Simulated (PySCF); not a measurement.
Oxygen difluoride, OF₂.
InChI=1S/F2O/c1-3-2

The calculation used PBE0/pcSseg-1 in PySCF (dipole) on a GFN2-xTB geometry, gas phase.

Masses are those of the commonest isotopes; rigid-rotor values at the optimised geometry. 

Task: Give the principal moments of inertia and the rotational constants in MHz.

Result: Ia = 7.61, Ib = 45.21, Ic = 52.82 u·Å²; 505379 MHz·u·Å²/I gives A = 66401, B = 11178, C = 9567 MHz.

Task: Classify the top.

Result: A near-prolate asymmetric top: κ = (2 × 11178 − 66401 − 9567)/(66401 − 9567) = -0.94.

Task: Give the coordinates in the principal-axis frame, origin at the centre of mass.

Result: The sense of each axis is arbitrary; atoms in the order of the calculation.
```csv
atom,mass (u),a (Å),b (Å),c (Å)
F1,18.998,-1.091,-0.244,0.000
O2,15.995,0.000,0.579,0.000
F3,18.998,1.091,-0.244,0.000
```

Task: List the rotational levels J(Ka,Kc) to J = 4 (MHz).

Result: Above 0(0,0):
J = 1: 1(0,1) 20745, 1(1,1) 75968, 1(1,0) 77579
J = 2: 2(0,2) 62199, 2(1,2) 115847, 2(1,1) 120678, 2(2,1) 286350, 2(2,0) 286384
J = 3: 3(0,3) 124294, 3(1,3) 175644, 3(1,2) 185306, 3(2,2) 348583, 3(2,1) 348757, 3(3,1) 628750, 3(3,0) 628750
J = 4: 4(0,4) 206926, 4(1,4) 255333, 4(1,3) 271435, 4(2,3) 431535, 4(2,2) 432054, 4(3,2) 711796, 4(3,1) 711799, 4(4,1) 1103936, 4(4,0) 1103936

Task: Which types of transition are allowed, and where do some lines up to J = 5 fall?

Result: The dipole components are |μa| = 0.00 D, |μb| = 0.23 D, |μc| = 0.00 D; the symmetry axis of this C2v structure is b, so μa and μc vanish by symmetry and there are no a-type or c-type lines. Some lines, for components of 0.1 D or more:

```csv
type,branch,"J(Ka,Kc)",MHz,lower level (cm⁻¹)
b,R,"5(0,5) ← 4(1,4)",54627,8.517
b,Q,"2(1,1) ← 2(0,2)",58479,2.075
b,Q,"3(1,2) ← 3(0,3)",61012,4.146
b,R,"1(1,1) ← 0(0,0)",75968,0.000
b,R,"2(1,2) ← 1(0,1)",95102,0.692
b,Q,"4(2,2) ← 4(1,3)",160620,9.054
b,Q,"2(2,0) ← 2(1,1)",165706,4.025
b,Q,"3(2,2) ← 3(1,3)",172940,5.859
b,R,"2(2,1) ← 1(1,0)",208771,2.588
b,R,"3(2,2) ← 2(1,1)",227905,4.025
b,R,"4(2,2) ← 3(1,3)",256411,5.859
b,R,"5(2,4) ← 4(1,3)",263746,9.054
b,Q,"5(3,2) ← 5(2,3)",279257,17.892
b,Q,"3(3,0) ← 3(2,1)",279993,11.633
b,Q,"3(3,1) ← 3(2,2)",280166,11.627
b,Q,"4(3,2) ← 4(2,3)",280261,14.394
b,Q,"5(3,3) ← 5(2,4)",280453,17.852
b,R,"5(2,3) ← 4(1,4)",281057,8.517
b,R,"3(3,1) ← 2(2,0)",342365,9.553
b,R,"3(3,0) ← 2(2,1)",342401,9.552
b,R,"4(3,2) ← 3(2,1)",363039,11.633
b,R,"5(3,3) ← 4(2,2)",383579,14.412
b,Q,"4(4,1) ← 4(3,2)",392140,23.743
b,R,"4(4,0) ← 3(3,1)",475187,20.973
b,R,"5(4,2) ← 4(3,1)",495937,23.743
b,R,"5(4,1) ← 4(3,2)",495940,23.743
b,Q,"5(5,0) ← 5(4,1)",504189,40.286
```

Task: Estimate the classical rotational partition function at 50 K, 100 K and 500 K.

Result: Point group C2v, symmetry number σ = 2; q = (√π/σ)·√((kT/h)³/(ABC)), k/h = 20836.6 MHz/K: 354 at 50 K, 1000 at 100 K, 11200 at 500 K.

No GFN2-xTB frequencies stand behind this structure, so it isn't proved a minimum. These are rigid-rotor constants of the computed structure; measured ground-state constants (B0) also hold zero-point vibration.

Hardware: x86-64 server, one thread (shared host). Cost: 1.2 s. This is the PBE0/pcSseg-1 job that gave the dipole, with the shieldings it also computed.
